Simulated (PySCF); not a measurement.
C2H4O3S.
SMILES with atom numbers: `[CH2:1]=[CH:2][S:3](=[O:4])(=[O:5])[OH:6]` (hydrogens: H7, H8 on C1; H9 on C2; H10 on O6)

The calculation used PySCF 2.14.0, density-fitted response routines, TDDFT PBE0/def2-SVPD, vertical, gas phase, core orbitals frozen in the response. Isolated species at its GFN2-xTB geometry (one conformer only). Torsions of this conformer, `[CH2:1]=[CH:2][S:3](=[O:4])(=[O:5])[OH:6]`: C1–C2–S3–O4 6°, H–O6–S3–C2 115°.

```csv
state,E (eV),λ (nm),ν̃ (cm⁻¹),f,|μ| (D),"main configurations (H = HOMO, L = LUMO)"
S1,6.48,191.2,52300,0.0057,0.48,"H-1→L (58%), H→L (34%)"
S2,6.81,182.0,54960,0.027,1.02,"H-2→L (69%), H-1→L (21%), H→L (8%)"
S3,7.11,174.5,57320,0.080,1.73,"H-3→L (49%), H-2→L (17%), H→L (17%)"
S4,7.32,169.3,59060,0.125,2.12,"H-3→L (42%), H→L (30%), H-4→L (13%)"
S5,7.99,155.1,64480,0.0049,0.40,H→L+1 (90%)
S6,8.05,154.0,64920,0.066,1.47,"H-4→L (64%), H-1→L+1 (20%)"
S7,8.10,153.1,65310,0.022,0.85,"H-1→L+1 (70%), H-4→L (18%)"
S8,8.48,146.2,68410,0.047,1.21,"H-5→L (70%), H-6→L (17%)"
```

Triplets, Tamm–Dancoff:

| state | E (eV) | λ (nm) | main configurations (H = HOMO, L = LUMO) |
| --- | --- | --- | --- |
| T1 | 4.40 | 281.7 | H→L (77%), H-1→L (8%) |
| T2 | 6.24 | 198.7 | H-1→L (50%), H-2→L (28%), H→L (14%) |
| T3 | 6.50 | 190.6 | H-2→L (49%), H-1→L (39%), H-3→L (9%) |

The lowest singlet comes at 191 nm (626 kJ/mol) in the vacuum ultraviolet; it is weak; its leading configuration is HOMO-1→LUMO (58%). The most intense listed level is S4 at 7.32 eV (169 nm, f = 0.125), 0.84 eV above S1. Löwdin shares by element: HOMO carbon 55%, oxygen 29% or more (atoms not listed hold the other 16%); LUMO carbon 69%, sulfur 7%, hydrogen 6% or more (atoms not listed hold the other 19%). Orbital energies (eV): HOMO-3 -9.90, HOMO-2 -9.77, HOMO-1 -9.27, HOMO -9.06, LUMO -1.42, LUMO+1 0.08, LUMO+2 0.78. Of the 8 states listed, 6 reach f = 0.01 and none stays under 0.0005. The oscillator strengths of these states sum to 0.378; summed over the whole spectrum of an exact calculation they would give the number of electrons, 56 (Thomas–Reiche–Kuhn). No computed singlet lies in the visible range (380 to 750 nm); the lowest, at 191 nm, stands 3.22 eV above its violet end (3.26 eV). Singlets were solved by full linear response, triplets in the Tamm–Dancoff approximation.

On an x86-64 server with one thread (shared host), this took 13 s wall.
